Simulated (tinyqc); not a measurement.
CCD on RHF in the sto-3g basis, for H2O, spin multiplicity 1, step by step (part 2 of 2). Computed by tinyqc, a small Python program that keeps every step (integrals from PySCF). Command: `OMP_NUM_THREADS=1 python tinyqc.py 24981 24982 out.jsonl` (the two numbers bound the seeds that draw the settings). One thread of a shared host (Intel(R) Xeon(R) Processor @ 2.60GHz), about 0.1 s of CPU time with the checks.

Geometry (angstrom):
```
atom         x          y         z
O     0.000000   0.000000  0.000000
H     0.000000   0.904000  0.656000
H     0.000000  -0.904000  0.656000
```

## CCD: amplitude update 2

Amplitudes after update 1 (spin orbitals 1a, 1b, ...; amplitudes related by a flip of all spins are not repeated; the 24 largest):
```
from      to          t
3a 3b  7a 7b  -0.089436
4a 4b  6a 6b  -0.069889
3a 4b  6b 7a   0.064713
3a 3b  6a 6b  -0.054657
4a 4b  7a 7b  -0.046805
3a 4b  6a 7b  -0.043161
2a 4b  6a 6b  -0.034258
2a 2b  6a 6b  -0.031297
2a 3b  6a 7b  -0.030831
5a 5b  6a 6b  -0.024781
3a 4a  6a 7a   0.021553
2a 2b  7a 7b  -0.020992
2a 3b  6b 7a   0.017375
5a 5b  7a 7b  -0.014412
2a 3a  6a 7a  -0.013456
2a 4b  7a 7b   0.005459
1a 2b  7a 7b  -0.000801
1a 1b  6a 6b  -0.000515
1a 4b  7a 7b   0.000438
1a 1b  7a 7b  -0.000387
1a 3a  6a 7a   0.000379
1a 2b  6a 6b  -0.000373
1a 3b  6a 7b   0.000200
1a 3b  6b 7a   0.000179
```

Two-electron integrals over orbitals (pq|rs), unique and non-zero (hartree):
```
(11|11) 4.746810    (21|11) -0.429946   (21|21) 0.061516    (22|11) 1.021595
(22|21) -0.015448   (22|22) 0.723423    (31|31) 0.010373    (32|31) 0.016537
(32|32) 0.129805    (33|11) 0.754911    (33|21) -0.004651   (33|22) 0.610773
(33|33) 0.588762    (41|11) 0.160642    (41|21) -0.021241   (41|22) 0.012003
(41|33) 0.005338    (41|41) 0.024106    (42|11) -0.144940   (42|21) 0.007843
(42|22) -0.025275   (42|33) 0.004269    (42|41) 0.019014    (42|42) 0.130184
(43|31) -0.002285   (43|32) 0.029052    (43|43) 0.055460    (44|11) 0.938875
(44|21) -0.011253   (44|22) 0.663235    (44|33) 0.563270    (44|41) -0.008927
(44|42) -0.094893   (44|44) 0.705677    (51|51) 0.025964    (52|51) 0.033290
(52|52) 0.150875    (53|53) 0.026005    (54|51) -0.011582   (54|52) -0.042954
(54|54) 0.047947    (55|11) 1.115358    (55|21) -0.012175   (55|22) 0.755156
(55|33) 0.597549    (55|41) 0.004511    (55|42) -0.078646   (55|44) 0.692689
(55|55) 0.880159    (61|11) -0.198097   (61|21) 0.030040    (61|22) -0.002548
(61|33) 0.000434    (61|41) 0.003038    (61|42) 0.020528    (61|44) -0.015410
(61|55) -0.005398   (61|61) 0.025417    (62|11) 0.265040    (62|21) -0.006231
(62|22) 0.129832    (62|33) 0.063404    (62|41) 0.018275    (62|42) 0.032944
(62|44) 0.064774    (62|55) 0.140680    (62|61) 0.009509    (62|62) 0.093694
(63|31) 0.002393    (63|32) -0.039914   (63|43) -0.039475   (63|63) 0.078301
(64|11) 0.268720    (64|21) -0.003485   (64|22) 0.128001    (64|33) 0.047408
(64|41) 0.001637    (64|42) -0.045009   (64|44) 0.132121    (64|55) 0.149082
(64|61) -0.001385   (64|62) 0.061317    (64|64) 0.095993    (65|51) 0.013162
(65|52) 0.051521    (65|54) 0.005682    (65|65) 0.034065    (66|11) 0.770365
(66|21) -0.007341   (66|22) 0.587284    (66|33) 0.544554    (66|41) 0.017639
(66|42) 0.048573    (66|44) 0.539740    (66|55) 0.572236    (66|61) 0.008465
(66|62) 0.088896    (66|64) 0.051870    (66|66) 0.575403    (71|31) 0.014291
(71|32) 0.021731    (71|43) -0.003202   (71|63) 0.002787    (71|71) 0.019720
(72|31) 0.014831    (72|32) 0.055701    (72|43) -0.028839   (72|63) 0.029167
(72|71) 0.019535    (72|72) 0.069016    (73|11) 0.371867    (73|21) -0.006962
(73|22) 0.167153    (73|33) 0.088282    (73|41) -0.000197   (73|42) -0.075045
(73|44) 0.145408    (73|55) 0.203926    (73|61) -0.005531   (73|62) 0.068621
(73|64) 0.100102    (73|66) 0.043849    (73|73) 0.158942    (74|31) -0.007959
(74|32) -0.071027   (74|43) -0.013406   (74|63) 0.055715    (74|71) -0.010981
(74|72) -0.017635   (74|74) 0.069808    (75|53) 0.023948    (75|75) 0.025453
(76|31) 0.007611    (76|32) 0.086722    (76|43) 0.062942    (76|63) -0.069689
(76|71) 0.010263    (76|72) -0.002714   (76|74) -0.059959   (76|76) 0.113900
(77|11) 0.843265    (77|21) -0.009072   (77|22) 0.609308    (77|33) 0.579992
(77|41) 0.003575    (77|42) -0.020150   (77|44) 0.580166    (77|55) 0.610998
(77|61) -0.003852   (77|62) 0.061385    (77|64) 0.052900    (77|66) 0.546371
(77|73) 0.099662    (77|77) 0.596772
```

orbital energies (hartree): [-20.259902, -1.200736, -0.545480, -0.425138, -0.384582, 0.455719, 0.582759]

t_ij^ab D_ij^ab are set to the remaining terms of the spin-orbital equations, evaluated with the old amplitudes; for the doubles these are <ij||ab> + 1/2 <ab||ef> t_ij^ef + 1/2 <mn||ij> t_mn^ab + P(ij)P(ab) <mb||ej> t_im^ae + terms in t^2, D the orbital-energy denominators.

Amplitudes after update 2 (spin orbitals 1a, 1b, ...; amplitudes related by a flip of all spins are not repeated; the 24 largest):
```
from      to          t
3a 3b  7a 7b  -0.095698
4a 4b  6a 6b  -0.075928
3a 4b  6b 7a   0.069745
3a 3b  6a 6b  -0.060668
4a 4b  7a 7b  -0.051331
3a 4b  6a 7b  -0.050665
2a 4b  6a 6b  -0.038278
2a 3b  6a 7b  -0.032395
2a 2b  6a 6b  -0.031362
5a 5b  6a 6b  -0.026113
2a 2b  7a 7b  -0.020632
2a 3b  6b 7a   0.020520
3a 4a  6a 7a   0.019080
5a 5b  7a 7b  -0.014061
2a 3a  6a 7a  -0.011875
2a 4b  7a 7b   0.004491
1a 2b  7a 7b  -0.000773
1a 1b  6a 6b  -0.000509
1a 4b  7a 7b   0.000411
1a 1b  7a 7b  -0.000376
1a 3a  6a 7a   0.000376
1a 2b  6a 6b  -0.000352
1a 3b  6b 7a   0.000197
1a 3b  6a 7b   0.000178
```

correlation energy = -0.06925326 hartree

## CCD: amplitude update 3

t_ij^ab D_ij^ab are set to the remaining terms of the spin-orbital equations, evaluated with the old amplitudes; for the doubles these are <ij||ab> + 1/2 <ab||ef> t_ij^ef + 1/2 <mn||ij> t_mn^ab + P(ij)P(ab) <mb||ej> t_im^ae + terms in t^2, D the orbital-energy denominators. DIIS then mixes the stored amplitudes.

DIIS coefficients: [-0.736194, 1.736194]

Amplitudes after update 3 (spin orbitals 1a, 1b, ...; amplitudes related by a flip of all spins are not repeated; the 24 largest):
```
from      to          t
3a 3b  7a 7b  -0.100065
4a 4b  6a 6b  -0.080923
3a 4b  6b 7a   0.073034
3a 3b  6a 6b  -0.064453
3a 4b  6a 7b  -0.056734
4a 4b  7a 7b  -0.054200
2a 4b  6a 6b  -0.041229
2a 3b  6a 7b  -0.033150
2a 2b  6a 6b  -0.031142
5a 5b  6a 6b  -0.026952
2a 3b  6b 7a   0.022829
2a 2b  7a 7b  -0.020060
3a 4a  6a 7a   0.016300
5a 5b  7a 7b  -0.013435
2a 3a  6a 7a  -0.010321
2a 4b  7a 7b   0.003647
1a 2b  7a 7b  -0.000759
1a 1b  6a 6b  -0.000505
1a 4b  7a 7b   0.000396
1a 3a  6a 7a   0.000376
1a 1b  7a 7b  -0.000371
1a 2b  6a 6b  -0.000339
1a 3b  6b 7a   0.000212
1a 3b  6a 7b   0.000164
```

correlation energy = -0.07241002 hartree

## CCD: convergence

E_corr = 1/4 sum <ij||ab> t_ij^ab; stop when the norm of the change is below 1e-8.

Course of the amplitude iterations:
```
update  correlation energy (hartree)  norm of the change
0                        -0.05032752                   -
1                        -0.06452012            9.63e-02
2                        -0.06925326            3.87e-02
3                        -0.07241002            1.69e-02
4                        -0.07240404            1.77e-03
5                        -0.07241459            5.65e-04
6                        -0.07241316            5.36e-05
7                        -0.07241409            8.62e-06
8                        -0.07241390            1.84e-06
9                        -0.07241390            3.45e-07
10                       -0.07241390            1.06e-07
11                       -0.07241390            1.53e-08
12                       -0.07241390            2.46e-09
```

Converged amplitudes (spin orbitals 1a, 1b, ...; amplitudes related by a flip of all spins are not repeated; the 24 largest):
```
from      to          t
3a 3b  7a 7b  -0.100498
4a 4b  6a 6b  -0.081924
3a 4b  6b 7a   0.072837
3a 3b  6a 6b  -0.063665
3a 4b  6a 7b  -0.057182
4a 4b  7a 7b  -0.053604
2a 4b  6a 6b  -0.041471
2a 3b  6a 7b  -0.033012
2a 2b  6a 6b  -0.031107
5a 5b  6a 6b  -0.026930
2a 3b  6b 7a   0.022841
2a 2b  7a 7b  -0.019992
3a 4a  6a 7a   0.015655
5a 5b  7a 7b  -0.013257
2a 3a  6a 7a  -0.010171
2a 4b  7a 7b   0.003715
1a 2b  7a 7b  -0.000762
1a 1b  6a 6b  -0.000506
1a 4b  7a 7b   0.000399
1a 3a  6a 7a   0.000378
1a 1b  7a 7b  -0.000373
1a 2b  6a 6b  -0.000339
1a 3b  6b 7a   0.000214
1a 3b  6a 7b   0.000164
```

CCD total energy = -75.00501071 hartree

Converged in 12 updates, with DIIS from the third.
